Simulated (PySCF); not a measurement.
## Working out the ionisation energy of O

O [He] 2s2 2p4 (3P) → O+ [He] 2s2 2p3 (4S). All numbers are calculated (PySCF 2.14, the non-relativistic Hamiltonian (point nucleus), in dyall-acv3z (15s9p4d2f, 76 functions)). Frozen: nothing; the 5 highest virtual orbitals dropped. Energies in hartree (1 hartree = 27.21139 eV):

| part | O (lower) | O+ (upper) |
| --- | --- | --- |
| UHF | -74.818717 | -74.376978 |
| CCSD correlation | -0.220970 | -0.170892 |
| (T) | -0.003831 | -0.001951 |

What does Hartree-Fock give?

(-74.376978) − (-74.818717) = 0.441739 hartree = 12.020 eV.

What do CCSD and CCSD(T) give?

The CCSD correlation energies differ by 0.050078 hartree = 1.363 eV and the triples by 0.001880 hartree = 0.051 eV, so CCSD gives 13.383 eV and CCSD(T) 13.434 eV.

Measured between the centres of the two terms (NIST): 13.608 eV, so CCSD(T) (valence and next inner shell) is off by -0.174 eV.

What remains against the reference includes basis incompleteness and higher excitations.
